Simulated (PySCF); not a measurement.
PySCF input (CCSD(T)/cc-pVDZ):

```python
from pyscf import gto, scf, mp, cc as ccmod

mol = gto.M(
    atom='''
    C     0.01969800   -0.00797679    0.73352803
    Cl   -0.01247615    1.72980929   -0.06722393
    Cl    1.49955960   -0.85425955   -0.13592839
    Cl   -1.49403568   -0.87273440   -0.05573993
    ''',
    basis='cc-pvdz',
    charge=-1,
    spin=0,
    verbose=4,
)

mf = scf.RHF(mol)
mf.conv_tol = 1e-10
mf.max_cycle = 100
mf.kernel()
mp2 = mp.MP2(mf, frozen=16).run()
cc = ccmod.CCSD(mf, frozen=16)
cc.max_cycle = 100
cc.kernel()
et = cc.ccsd_t()
print(f'E(CCSD(T)) = {cc.e_tot + et:.9f}')
```

End of the output:

```
Extra cycle  E= -1416.34435303025  delta_E= -4.77e-12  |g|= 1.8e-06  |ddm|= 5.61e-06
converged SCF energy = -1416.34435303025

******** <class 'pyscf.mp.mp2.RMP2'> ********
nocc = 13, nmo = 52
frozen orbitals 16
E(RMP2) = -1416.8893623183  E_corr = -0.545009288049588
E(SCS-RMP2) = -1416.86948141622  E_corr = -0.525128385967462
E_corr(same-spin) = -0.148710876567743
E_corr(oppo-spin) = -0.396298411481846

******** <class 'pyscf.cc.ccsd.CCSD'> ********
CC2 = 0
CCSD nocc = 13, nmo = 52
frozen orbitals 16
max_cycle = 100
direct = 0
conv_tol = 1e-07
conv_tol_normt = 1e-05
diis_space = 6
diis_start_cycle = 0
diis_start_energy_diff = 1e+09
Init t2, MP2 energy = -1416.88936229007  E_corr(MP2) -0.545009259822702
Init E_corr(CCSD) = -0.545009259824299
cycle = 1  E_corr(CCSD) = -0.56581402649958  dE = -0.0208047667  norm(t1,t2) = 0.0647157
cycle = 2  E_corr(CCSD) = -0.579446249619707  dE = -0.0136322231  norm(t1,t2) = 0.0231321
cycle = 3  E_corr(CCSD) = -0.580135310780736  dE = -0.000689061161  norm(t1,t2) = 0.0109029
cycle = 4  E_corr(CCSD) = -0.582404001843199  dE = -0.00226869106  norm(t1,t2) = 0.00509925
cycle = 5  E_corr(CCSD) = -0.582339507075547  dE = 6.44947677e-05  norm(t1,t2) = 0.0018819
cycle = 6  E_corr(CCSD) = -0.582252040269942  dE = 8.74668056e-05  norm(t1,t2) = 0.000828961
cycle = 7  E_corr(CCSD) = -0.582292177270626  dE = -4.01370007e-05  norm(t1,t2) = 0.000401611
cycle = 8  E_corr(CCSD) = -0.58230944080134  dE = -1.72635307e-05  norm(t1,t2) = 0.000102435
cycle = 9  E_corr(CCSD) = -0.582305318349433  dE = 4.12245191e-06  norm(t1,t2) = 5.15813e-05
cycle = 10  E_corr(CCSD) = -0.582305359775092  dE = -4.1425659e-08  norm(t1,t2) = 2.10971e-05
cycle = 11  E_corr(CCSD) = -0.582305076128408  dE = 2.83646684e-07  norm(t1,t2) = 7.11599e-06
cycle = 12  E_corr(CCSD) = -0.582304933487954  dE = 1.42640454e-07  norm(t1,t2) = 2.5369e-06
cycle = 13  E_corr(CCSD) = -0.582304923668975  dE = 9.81897907e-09  norm(t1,t2) = 9.20063e-07
CCSD converged
E(CCSD) = -1416.926657953917  E_corr = -0.5823049236689752
CCSD(T) correction = -0.0180685009872379
E(CCSD(T)) = -1416.944726455
```

It need not be the lowest isomer of its formula. Whether it binds its extra electron was not tested at this geometry.
